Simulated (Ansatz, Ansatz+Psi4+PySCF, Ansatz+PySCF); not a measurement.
```xyz
10

C     1.4583   -0.4464    0.0255
C     0.4694    0.6974   -0.0275
O    -1.8530   -0.3147   -0.0530
H     1.3018   -1.0611    0.9107
H     1.3666   -1.0862   -0.8511
H     2.4822   -0.0669    0.0571
H     0.4711    1.3254    0.8610
H     0.5335    1.3035   -0.9286
H    -0.6302    0.2078   -0.0785
H    -2.2672    0.3883    0.4657
```

Basis set: cc-pVTZ (spherical functions). Correlated methods keep 3 orbitals frozen. Correlation on ROHF uses semicanonical orbitals with singles. Charge 0, multiplicity 2.

Computed with Ansatz (development build ahead of 0.2.0); each method stands on the lowest determinant of its kind that the runs found.

Task: Give the atomization energy at this shape (free ground-state atoms in the same class of orbitals less the molecule, no zero-point energy) of doublet C₂H₇O by ROHF-MP2, ROHF, UHF.

Result:

| method | atomization energy |
| --- | --- |
| ROHF-MP2 | 3331.1 kJ/mol |
| ROHF | 2502.4 kJ/mol |
| UHF | 2490.2 kJ/mol |
